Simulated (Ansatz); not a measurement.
# AlH5O: the cost of one run

Program: Ansatz 0.2.0 through its Python package. Level of theory: Hartree-Fock/def2-SVP. These are calculated values, not measurements.

## (1) Starting point

Bond lengths: O1–Al2 1.864 Å, O1–H3 0.976 Å, O1–H4 0.992 Å, Al2–H5 1.613 Å, Al2–H6 1.604 Å, Al2–H7 1.624 Å. Angles: O1–Al2–H5 109.1°, O1–Al2–H6 111.7°, O1–Al2–H7 107.9°, H5–Al2–H6 109.4°, H5–Al2–H7 109.0°, H6–Al2–H7 109.6°, Al2–O1–H3 103.1°, Al2–O1–H4 102.7°, H3–O1–H4 112.0°.

No structure file is read: the coordinates are typed or built in the script.

## (2) The code

Input file relaxed_scan.py:

```python
"""Relaxed scan of one distance in AlH5O."""

from dataclasses import dataclass

import ansatz
import numpy as np


@dataclass(frozen=True)
class Settings:
    basis: str = "def2-SVP"
    functional: str = "hf"


opts = Settings()

molecule = (
    ansatz.Crystal.molecule()
    .atom("O", (-0.3473, -1.1963, -0.1185))
    .atom("Al", (0.0216, 0.6312, -0.1033))
    .atom("H", (-0.6207, -1.3738, 0.801))
    .atom("H", (0.5369, -1.5947, -0.3269))
    .atom("H", (0.4936, 1.0858, -1.5769))
    .atom("H", (-1.2588, 1.492, 0.3353))
    .atom("H", (1.236, 0.8878, 0.9436))
)

model = (
    molecule.calculation()
    .basis(gaussian=opts.basis)
    .functional(opts.functional)
)
symbols = [site.symbol for site in molecule.cartesian_sites]
pairs = [(0, 1), (0, 2), (0, 3), (1, 4), (1, 5), (1, 6)]
print("held (A)   E (eV)        ", "  ".join(f"{symbols[i]}{i}-{symbols[j]}{j}" for i, j in pairs))
for length in [1.48, 1.61, 1.74, 1.94, 2.18]:
    rep = model.relax(constraints=[ansatz.DistanceConstraint((1, 4), at=length)], force_tolerance=0.02, max_steps=60).run(threads=1, backend="cpu").report
    xyz = np.array(rep["positions_ang"])
    print(f"{length:6.2f} {rep['free_energy_ev']:14.5f}  ", "  ".join(f"{np.linalg.norm(xyz[i] - xyz[j]):.3f}" for i, j in pairs))
```

## (3) What the engine is handed

The package turns the script's settings into the engine's input (first run):

```yaml
crystal:
  periodic: [false, false, false]
  atoms:
    - { symbol: O, position_ang: [-0.3473, -1.1963, -0.1185] }
    - { symbol: Al, position_ang: [0.0216, 0.6312, -0.1033] }
    - { symbol: H, position_ang: [-0.6207, -1.3738, 0.801] }
    - { symbol: H, position_ang: [0.5369, -1.5947, -0.3269] }
    - { symbol: H, position_ang: [0.4936, 1.0858, -1.5769] }
    - { symbol: H, position_ang: [-1.2588, 1.492, 0.3353] }
    - { symbol: H, position_ang: [1.236, 0.8878, 0.9436] }
basis:
  gaussian:
    orbitals: def2-SVP
hamiltonian:
  xc: hf
relax:
  f_tol: 0.02
  max_steps: 60
  constraints:
    - { distance: [1, 4], at: 1.48 }
```

## (4) Running it

Launch:

```bash
$ python relaxed_scan.py
```

What time and memory should one allow on 1 thread of Arm Neoverse V1, shared host?

About 42 s, with a peak of 0.18 GiB.
